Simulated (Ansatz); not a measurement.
**Worked example: C3H6 + N2H3 → C3H5 + N2H4**

Species: C3H6 (propene) `C=CC`, singlet; N2H3 (hydrazinyl radical) `[NH]N`, doublet; C3H5 `C=[C]C`, doublet; N2H4 (hydrazine) `NN`, singlet. A radical takes H: the energy is the difference in strength between the C–H bond broken and the N–H bond made.

Shapes, held fixed at every level: PBE0-D4/def2-TZVP. Flexible molecules stand in one conformer, not always the lowest. Programs: Ansatz 0.2.0. The zero-point and thermal change to 298 K, harmonic and unscaled (PBE0-D4/def2-TZVP), is +0.1 kJ/mol.

At B2PLYP/def2-TZVPP; 1 Eh = 2625.50 kJ/mol:

| species | energy (Eh) |
| --- | --- |
| C3H6 | -117.834865 |
| N2H3 | -111.190225 |
| C3H5 | -117.156406 |
| N2H4 | -111.826702 |

**Question.** Work out ΔH(298 K) of the reaction at this level.

**Answer.** 
1. Products less reactants: (-117.156406) + (-111.826702) − [(-117.834865) + (-111.190225)] = 0.041982 Eh = +110.2 kJ/mol.
2. With the thermal change: +110.2 + (+0.1) = +110.3 kJ/mol.

Other levels give +96.0 (HF/def2-TZVPP) to +113.3 kJ/mol (wB97X-V/def2-TZVPP). No measured value is set beside it here. Spin contamination: C3H5 (⟨S²⟩ up to 0.91). Open shells run unrestricted.
